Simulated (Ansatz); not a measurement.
**CH₅SSi+ (SMILES [CH2+]S[SiH3]): single points off equilibrium**

The atoms stand at a structure displaced at random from a GFN2-xTB minimum. How far do the functionals agree with CCSD(T) there?

Program: Ansatz 0.2.0, Gaussian basis. Level of theory: single points in def2-TZVPP. These are calculated values, not measurements.

Cores are frozen in the correlated methods. B3LYP uses VWN-RPA correlation.

## Step 1: Where the work starts

8 atoms, charge 1, spin multiplicity 1.

Atoms are counted from 1 here; the program's logs count them from 0.

Bond lengths: C1–S2 1.587 Å, C1–H4 1.214 Å, C1–H5 1.338 Å, S2–Si3 2.434 Å, Si3–H6 1.441 Å, Si3–H7 1.470 Å, Si3–H8 1.573 Å. Angles: S2–C1–H4 131.2°, S2–C1–H5 121.8°, H4–C1–H5 105.6°, C1–S2–Si3 103.4°, S2–Si3–H6 100.5°, S2–Si3–H7 102.5°, S2–Si3–H8 98.6°, H6–Si3–H7 120.4°, H6–Si3–H8 107.5°, H7–Si3–H8 122.0°.

As a file:

```xyz
8

C    -0.6798    0.5014   -1.4176
S    -1.2544   -0.3860   -0.2335
Si    0.6372   -0.5953    1.2846
H     0.3518    1.1343   -1.5148
H    -1.4545    0.9197   -2.4256
H     0.2392    0.3143    2.3290
H     0.6847   -2.0429    1.5366
H     1.7214    0.1353    0.4096
```

## Step 2: CCSD(T)/def2-TZVPP

run/in.yaml reads:

```yaml
crystal:
  periodic: [false, false, false]
  atoms:
    - {symbol: C, position_ang: [-0.679800, 0.501400, -1.417600]}
    - {symbol: S, position_ang: [-1.254400, -0.386000, -0.233500]}
    - {symbol: Si, position_ang: [0.637200, -0.595300, 1.284600]}
    - {symbol: H, position_ang: [0.351800, 1.134300, -1.514800]}
    - {symbol: H, position_ang: [-1.454500, 0.919700, -2.425600]}
    - {symbol: H, position_ang: [0.239200, 0.314300, 2.329000]}
    - {symbol: H, position_ang: [0.684700, -2.042900, 1.536600]}
    - {symbol: H, position_ang: [1.721400, 0.135300, 0.409600]}
basis:
  gaussian: {orbitals: def2-TZVPP}
total_charge: 1
correlation: {method: ccsd_t}
output: {forces: true}
```

The command line of these runs was not kept.

## Step 3: PBE0-D4/def2-TZVPP

run/in.yaml, as its differences from that of step 2:

```diff
@@ -14,3 +14,3 @@
 total_charge: 1
-correlation: {method: ccsd_t}
-output: {forces: true}
+hamiltonian: {xc: pbe0, dispersion: d4}
+output: {forces: true, orbitals: {seedname: orbitals}}
```

## Step 4: wB97M-V/def2-TZVPP

run/in.yaml, as its differences from that of step 3:

```diff
@@ -14,3 +14,3 @@
 total_charge: 1
-hamiltonian: {xc: pbe0, dispersion: d4}
-output: {forces: true, orbitals: {seedname: orbitals}}
+hamiltonian: {xc: {name: wB97M-V}}
+output: {forces: true}
```

## Step 5: r2SCAN-D4/def2-TZVPP

run/in.yaml, as its differences from that of step 4:

```diff
@@ -14,3 +14,3 @@
 total_charge: 1
-hamiltonian: {xc: {name: wB97M-V}}
+hamiltonian: {xc: r2scan, dispersion: d4}
 output: {forces: true}
```

## Step 6: PBE-D4/def2-TZVPP

run/in.yaml, as its differences from that of step 5:

```diff
@@ -14,3 +14,3 @@
 total_charge: 1
-hamiltonian: {xc: r2scan, dispersion: d4}
+hamiltonian: {xc: pbe, dispersion: d4}
 output: {forces: true}
```

## Step 7: B3LYP-D4/def2-TZVPP

run/in.yaml, as its differences from that of step 6:

```diff
@@ -14,3 +14,3 @@
 total_charge: 1
-hamiltonian: {xc: pbe, dispersion: d4}
+hamiltonian: {xc: {name: B3LYP}, dispersion: d4}
 output: {forces: true}
```

## Step 8: B97M-V/def2-TZVPP

run/in.yaml, as its differences from that of step 7:

```diff
@@ -14,3 +14,3 @@
 total_charge: 1
-hamiltonian: {xc: {name: B3LYP}, dispersion: d4}
+hamiltonian: {xc: {name: B97M-V}}
 output: {forces: true}
```

(Steps that only read results are left out.)

Q: Predict the outcome of this session. Wanted: energy less free atoms, CCSD(T)/def2-TZVPP; RMS force component; RMS force error; HOMO and LUMO, PBE0-D4; T1 diagnostic.

The runs gave:

```
                                  quantity                                                                                           value
energy less free atoms, CCSD(T)/def2-TZVPP                                                                                  -1624.5 kJ/mol
                       RMS force component                                                            1.687 to 1.833 eV/Å over the methods
                           RMS force error  PBE0-D4 0.200, wB97M-V 0.193, r2SCAN-D4 0.160, PBE-D4 0.188, B3LYP-D4 0.150, B97M-V 0.202 eV/Å
                    HOMO and LUMO, PBE0-D4                                                                             -14.09 and -8.57 eV
                             T1 diagnostic                                                                                           0.018
```

**Reading.** Against CCSD(T) the functionals' energies less atoms differ by -96.9 to -47.1 kJ/mol, PBE-D4 by -96.9 kJ/mol. The reference is not at the basis limit: in triple zeta CCSD(T) underbinds, which counts against methods that bind more; the gaps are no ranking. The forces of B3LYP-D4 come nearest to CCSD(T), those of B97M-V are farthest. Frozen-core CCSD(T) forces in triple zeta carry basis errors of their own, and this is one geometry, so small gaps rank nothing. The restricted Hartree–Fock reference is unstable towards an unrestricted one at one or more of these structures.
